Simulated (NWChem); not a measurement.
hydrogen chloride (HCl); SMILES Cl

```xyz
2

Cl     0.0000     0.0000     0.0750
H      0.0000     0.0000    -1.2102
```
Atoms are numbered in this order, from 1.

Program: NWChem. Geometry optimised at PBE0/def2-SVP; all other runs use it. 

| quantity | level | value |
|---|---|---|
| cavity-dispersion-structure term (kcal/mol) in n-hexane | PBE0/def2-SVP, SMD | ___ |
| anisotropy (bohr³), static | PBE/def2-SVPD | 1.3 |
| vertical ionisation energy, ΔSCF (eV) | PBE/def2-SVP | 12.55 |
| vertical, lowest excitation, singlet (eV) | PBE/def2-SVPD, TDA | ___ |
| dipole (D) | PBE0/def2-SVP | ___ |
| highest harmonic frequency (cm⁻¹) | PBE0/def2-SVP | 3018 |

**Question.** Complete the blanks.

**Answer.** 
- cavity-dispersion-structure term (kcal/mol) in n-hexane, value: -1.1
- vertical, lowest excitation, singlet (eV), value: 7.38
- dipole (D), value: 1.38
